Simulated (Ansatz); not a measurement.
# C2H6S (singlet): the correlation ladder, cc-pV(T+d)Z

One table from this session's results is given with a row withheld; the runs are named, their logs left out.

Computed with Ansatz 0.2.0, Gaussian basis. Level: cc-pV(T+d)Z, core rule «outside noble gas», up to 7 orbitals frozen.

Plan: UHF; CCSD(T) on RHF; CCSDT(Q) on RHF.

2 further runs of the same task are left out: 2 set aside as unsound or not needed.

## What is computed

The geometry is an MP2(full)/6-31G* stationary point (not a proven minimum).

9 atoms, charge 0, spin multiplicity 1.

Atoms are counted from 1 here; the program's logs count them from 0.

Bond lengths: C1–C2 1.521 Å, C1–H7 1.093 Å, C1–H8 1.093 Å, C1–H9 1.093 Å, C2–S3 1.822 Å, C2–H5 1.092 Å, C2–H6 1.092 Å, S3–H4 1.341 Å. Angles: C2–C1–H7 110.1°, C2–C1–H8 111.0°, C2–C1–H9 111.0°, H7–C1–H8 108.2°, H7–C1–H9 108.2°, H8–C1–H9 108.3°, C1–C2–S3 109.0°, C1–C2–H5 110.2°, C1–C2–H6 110.2°, S3–C2–H5 109.6°, S3–C2–H6 109.6°, H5–C2–H6 108.4°, C2–S3–H4 97.0°.

As a file:

```mol
C2H6S
  3D, bonds by distance, orders not assigned

  9  8  0  0  0  0  0  0  0  0999 V2000
    1.5629    0.7481    0.0000 C   0  0
    0.0486    0.8951    0.0000 C   0  0
   -0.7075   -0.7626    0.0000 S   0  0
   -1.9867   -0.3590    0.0000 H   0  0
   -0.2764    1.4452    0.8858 H   0  0
   -0.2764    1.4452   -0.8858 H   0  0
    2.0351    1.7338    0.0000 H   0  0
    1.9035    0.2064    0.8855 H   0  0
    1.9035    0.2064   -0.8855 H   0  0
  1  2  8  0
  1  7  8  0
  1  8  8  0
  1  9  8  0
  2  3  8  0
  2  5  8  0
  2  6  8  0
  3  4  8  0
M  END
```

The first run:

in.yaml reads:

```yaml
crystal:
  periodic: [false, false, false]
  atoms:
    - {symbol: C, position_ang: [1.562949, 0.748129, 0.000000]}
    - {symbol: C, position_ang: [0.048606, 0.895129, 0.000000]}
    - {symbol: S, position_ang: [-0.707462, -0.762567, 0.000000]}
    - {symbol: H, position_ang: [-1.986740, -0.359021, 0.000000]}
    - {symbol: H, position_ang: [-0.276364, 1.445199, 0.885793]}
    - {symbol: H, position_ang: [-0.276364, 1.445199, -0.885793]}
    - {symbol: H, position_ang: [2.035109, 1.733799, 0.000000]}
    - {symbol: H, position_ang: [1.903510, 0.206362, 0.885494]}
    - {symbol: H, position_ang: [1.903510, 0.206362, -0.885494]}
basis:
  gaussian: {orbitals: "cc-pV(T+d)Z.json"}
magnetization: {spin_polarized: true, initial_magnetization: 0}
hamiltonian: {xc: hf}
output: {orbitals: {seedname: orbitals}}
```

Command:

```sh
> ansatz run in.yaml --threads 1 --pin off --events-out ev --progress --plain --max-ram 3956MiB --backend cpu
```

Steps of the session up to this table: UHF; CCSD(T) on RHF; CCSDT(Q) on RHF.

One table of the session follows, with a row left open; its other results are not shown here.

| method | from RCCSDT(Q) (meV) |
| --- | --- |
| RHF | ? |
| RMP2 | +1875.5 |
| RCCSD | +688.1 |
| RCCSD(T) | +52.3 |
| RCCSDT | +28.4 |
| RCCSDT(Q) | 0 |

**Question.** Estimate the row for RHF.

**Answer.** from RCCSDT(Q) (meV): +16524.6. In the column «from RCCSDT(Q) (meV)» it is the highest.
